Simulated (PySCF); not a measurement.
Start geometry of `CS(=O)(=O)Cl` from GFN2-xTB (Å):
```
atom  x, y, z in Å
C1    -0.9272    0.0239   -0.0908
S2     0.8114   -0.2669    0.0442
O3     1.3263   -0.6993   -1.2115
O4     1.1280   -1.0145    1.2191
Cl5    1.5023    1.6304    0.3578
H6    -1.2853    0.4864    0.8360
H7    -1.0889    0.7206   -0.9277
H8    -1.4114   -0.8997   -0.2797
```

Question: What comes out of this run: PySCF, PBE0-D3(BJ)/def2-SVP geometry optimisation, gas phase?

Answer: 
```
atom  x, y, z in Å
C1    -0.0338    2.4809    1.7396
S2     1.7056    2.1367    1.8133
O3     2.1658    1.7190    0.5093
O4     1.9927    1.3786    3.0092
Cl5    2.4186    4.0864    2.1283
H6    -0.3428    2.8999    2.7040
H7    -0.2133    3.1737    0.9096
H8    -0.5142    1.5092    1.5564
```

The energy falls by 0.112 eV over 6 energy and gradient evaluations, the largest force component goes from 0.0354 to 3.0e-04 Eh/bohr, and the atoms move by 0.037 Å rms after alignment. The bond that changes most is S2–Cl5 (ends: sulfonyl sulfur; chlorine bonded to S), which lengthens by 0.056 Å. Bonds longer at the end by more than 0.005 Å: 5 of 7; shorter: 0. Among the angles that change most is S2–C1–H8, from 108.6° to 105.3°. Rotational constants go from 4615, 2801, 2658 to 4539, 2671, 2593 MHz. The orientation of the end geometry is arbitrary; only internal coordinates are fixed.

The run used 93 basis functions and 43 SCF cycles in all.

No frequency check.
